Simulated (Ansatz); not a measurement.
# H5O: the cost of one run

The runs use Ansatz 0.2.0, Gaussian basis; PBE0-D4 structure, single points in def2-TZVPPD.

Levels: PBE-D4, revPBE-D4, BLYP-D4, r2SCAN-D4, B97M-V, PBE0-D4, B3LYP-D4, HSE06-D4, wB97X-V, wB97M-V, B2PLYP, Hartree-Fock, MP2, CCSD, CCSD(T). The reference is CCSD(T) extrapolated to the basis limit.

Cores are frozen in the correlated methods. B3LYP uses VWN-RPA correlation. B2PLYP carries no dispersion term here.

176 further runs of the same task are left out: 176 set aside as unsound or not needed.

## Step 1: Starting geometry

The pair, from a GFN2-xTB docking trial: 6 atoms, charge 1, spin multiplicity 1.

Atoms are counted from 1 here; the program's logs count them from 0.

Bond lengths: O1–H2 1.058 Å, O1–H3 0.978 Å, O1–H4 0.978 Å, H5–H6 0.817 Å. Angles: H2–O1–H3 112.7°, H2–O1–H4 112.8°, H3–O1–H4 111.4°.

Coordinates:

```xyz
6
charge 1, multiplicity 1
O    -0.1613    0.1743   -0.9517
H    -0.0493    0.0638    0.0948
H    -0.7282   -0.5186   -1.3466
H     0.6954    0.2438   -1.4189
H     0.0664    0.0379    1.4068
H     0.1771   -0.0012    2.2157
```

Atoms 1 to 4 are fragment A (H3O+), the rest fragment B (H2).

## Step 2: A first relaxation in a small basis

pre/in.yaml

```yaml
crystal:
  periodic: [false, false, false]
  atoms:
    - {symbol: O, position_ang: [-0.161300, 0.174300, -0.951700]}
    - {symbol: H, position_ang: [-0.049300, 0.063800, 0.094800]}
    - {symbol: H, position_ang: [-0.728200, -0.518600, -1.346600]}
    - {symbol: H, position_ang: [0.695400, 0.243800, -1.418900]}
    - {symbol: H, position_ang: [0.066400, 0.037900, 1.406800]}
    - {symbol: H, position_ang: [0.177100, -0.001200, 2.215700]}
basis:
  gaussian: {orbitals: def2-SVP}
total_charge: 1
hamiltonian: {xc: pbe, dispersion: d4}
relax: {f_tol: 0.03, max_steps: 250}
```

Launch:

```console
> ansatz run in.yaml --threads 2 --pin off --events-out ev --progress --plain --max-ram 5222MiB
```

**Question.** How long does this run take on 2 threads of Arm Neoverse V1, shared host?

About 4.2 s.
